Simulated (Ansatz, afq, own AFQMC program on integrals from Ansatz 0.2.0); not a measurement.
# AlBH, quartet: AFQMC among the cluster methods

```
atom   x (Å)   y (Å)    z (Å)
   B  0.0000  0.0000   0.2519
  Al  0.0000  0.0000  -1.6889
   H  0.0000  0.0000   1.4370
```

Connectivity, by distances: BH–Al.

Basis cc-pVDZ. Noble-gas cores (and the filled d shells of Ga–Kr and In–Xe) are frozen. Ansatz 0.2.0 and our own AFQMC program on the same integrals; the CISD trial comes from CCSD amplitudes, and released means the phaseless constraint is let go. Free AFQMC starts from the CCSD state and is never constrained. Its projection time is finite, and what remains of the start isn't in its error. Uncertainties: one standard error, sampling alone.

Determinant: UHF, the one that the program's search chose, which needn't be the lowest solution. The geometry is a PBE0/def2-TZVP stationary point of this or a neighbouring charge and spin state.

No full CI on the walks' own integrals is used here; CCSDT(Q) serves as the reference and is uncertain by about the last step of the cluster series.

Cautions: lower spins were not checked.

The T1 diagnostic is 0.0268 and the weight of the determinant in the CISD state is 0.895. The ⟨S²⟩ of the determinant is 3.759 and the size of the correlated space is 7 electrons in 31 orbitals.

Reference: CCSDT(Q), correlation energy -3.643 eV. The released energy is read at 2.40 1/Eh (meV from the phaseless value at times in 1/Eh: -8 ± 10 at 0.24, -12 ± 9 at 0.51, -20 ± 9 at 0.99, -19 ± 9 at 1.62, -22 ± 11 at 2.40).

```
         level  E − E(reference) (mEh)  share of correlation (%)
            HF                  133.88                      0.00
           MP2                   32.18                     75.96
          CCSD                    7.43                     94.45
       CCSD(T)                    1.85                     98.62
         CCSDT                    0.43                     99.68
   ph-AFQMC/HF             4.79 ± 1.68                     96.43
 ph-AFQMC/CISD             1.05 ± 0.31                     99.22
released AFQMC             0.25 ± 0.41                     99.81
    free AFQMC             0.12 ± 0.39                     99.91
```

Free projections are given only where their last times agree within the noise and don't stop above the reference; a slow remainder of the start can still hide under it. A walk keeps the symmetry of its determinant, which the program's search chose and which needn't be the lowest solution, so a lower state of the same spin and another symmetry isn't excluded. Released energies are given only where the last usable release times agree within the noise; a slower fall can still hide under it.
